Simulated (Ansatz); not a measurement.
**BCCD(T)/STO-3G run of CH3FO (SMILES OCF)**

What is the vertical electron affinity of CH3FO at BCCD(T)/STO-3G? 

The calculation is run with Ansatz 0.2.0.

68 further runs of the same task are left out: 2 that didn't finish, 66 set aside as unsound or not needed.

## 1. The system as given

CH3FO has 6 atoms, charge 0, and is taken as a singlet. SMILES: `OCF`. Geometry: relaxed at PBE0-D4/def2-TZVP. This is one conformer, not always the lowest.

Bond lengths: O1–C2 1.370 Å, C2–F3 1.381 Å, O1–H4 0.962 Å, C2–H5 1.096 Å, C2–H6 1.091 Å. Angles: O1–C2–F3 111.1°, O1–C2–H5 112.9°, O1–C2–H6 107.4°, F3–C2–H5 106.3°, F3–C2–H6 107.8°, C2–O1–H4 109.3°, H5–C2–H6 111.3°.

## 2. The energy at BCCD(T)/STO-3G

in.yaml reads:

```yaml
crystal:
  periodic: [false, false, false]
  atoms:
    - {symbol: O, position_ang: [-0.794000, -0.697200, -0.247400]}
    - {symbol: C, position_ang: [0.250200, 0.049000, 0.230800]}
    - {symbol: F, position_ang: [-0.094100, 1.383200, 0.323800]}
    - {symbol: H, position_ang: [-0.928700, -0.495100, -1.178000]}
    - {symbol: H, position_ang: [1.136800, 0.004900, -0.412500]}
    - {symbol: H, position_ang: [0.472100, -0.308800, 1.237300]}
basis:
  gaussian: {orbitals: STO-3G}
correlation: {method: bccd_t, frozen_orbitals: {C: 1, F: 1, H: 0, O: 1}}
scf: {omitted_lower_state_checks: [cluster_reference, increment]}
accuracy: high
```

Started as:

```bash
$ ansatz run in.yaml --threads 1 --pin off --max-ram 2610MiB --events-out events.jsonl --progress --plain --runs-dir runs
```

The program printed, cut to the lines that bear on the results:

```text
Warning: RAYON_NUM_THREADS=1 ignored (pool sized by the plan → 1); use --threads N
Functional definition: HF
  name "HF"
[...]
322 factors; integrals over basis functions are off by at most 3.3e-8 eV
[...]
mean field -5741.67776127 eV, -211.0027658775 hartree, gradient 2.3e-8 eV, S^2 0.000000; 0 other end points of the search recorded, 0 dependent functions left out
3 core orbitals not correlated: weight in the atoms' cores, before any rotation towards them, 1.000 or more for the frozen orbitals, at most 0.000 for the correlated occupied ones
reference -5741.67776127 eV, -211.0027658775 hartree; 10, 10 occupied and 5, 5 virtual orbitals, 322 factors
second order -2.70431161 eV of doubles, -0.00000000 eV of singles
cycle   1  -3.27499781 eV  change   -5.7e-1 eV  update   6.0e-2
[...]
cycle  18  -3.55761683 eV  change  -1.4e-10 eV  update   1.7e-9
perturbative correction -0.06338343 eV, -0.0023292982 hartree
Total energy: -5745.29876153 eV, -211.1358351829 hartree
Checks for a lower state left out: cluster_reference, increment
```

Wall time 0.2 s (1 thread of Arm Neoverse V1, shared host).

## 3. The doublet anion

in.yaml, as its differences from that of step 2:

```diff
@@ -10,5 +10,13 @@
 basis:
-  gaussian: {orbitals: STO-3G}
-correlation: {method: bccd_t, frozen_orbitals: {C: 1, F: 1, H: 0, O: 1}}
-scf: {omitted_lower_state_checks: [cluster_reference, increment]}
+  gaussian:
+    orbitals: STO-3G
+total_charge: -1
+magnetization:
+  spin_polarized: true
+  initial_magnetization: 1
+correlation:
+  method: bccd_t
+  frozen_orbitals: {C: 1, F: 1, H: 0, O: 1}
 accuracy: high
+scf:
+  omitted_lower_state_checks: [cluster_reference, increment]
```

Started as:

```bash
$ ansatz run in.yaml --threads 1 --pin off --max-ram 2610MiB --events-out events.jsonl --progress --plain --runs-dir runs
```

The program printed:

```text
Warning: RAYON_NUM_THREADS=1 ignored (pool sized by the plan → 1); use --threads N
[... 13 lines left out ...]
3 core orbitals not correlated: weight in the atoms' cores, before any rotation towards them, 1.000 or more for the frozen orbitals, at most 0.000 for the correlated occupied ones
[... 92 lines left out ...]
Total energy: -5730.28943537 eV, -210.5842526202 hartree
Checks for a lower state left out: cluster_reference, increment
```

Wall time 1.1 s (1 thread of Arm Neoverse V1, shared host).

## 4. Summary of results

At BCCD(T)/STO-3G, 3 core orbitals frozen:

| quantity | value |
| --- | --- |
| singlet CH3FO: total energy | -211.13584 Eh |
| singlet CH3FO: correlation energy (3 core orbitals frozen) | -133.1 mEh |
| singlet CH3FO: (T) correction | -2.33 mEh |
| doublet anion: total energy | -210.58425 Eh |
| doublet anion: correlation energy (3 core orbitals frozen) | -125.0 mEh |
| doublet anion: (T) correction | -3.83 mEh |
| doublet anion: ⟨S²⟩ of the reference determinant | 0.765 |
| vertical electron affinity (to the doublet anion) | -15.009 eV |

The anion lies 15.01 eV (346 kcal/mol) above the neutral: the electron isn't bound at this level, and such a value depends on the basis. Without diffuse functions anions come out too high. In a minimal basis such a difference can be off by several eV, whatever the method. The triples (singlet CH3FO) make up 1.8 % of the correlation energy. The triples (doublet anion) make up 3.1 % of the correlation energy.
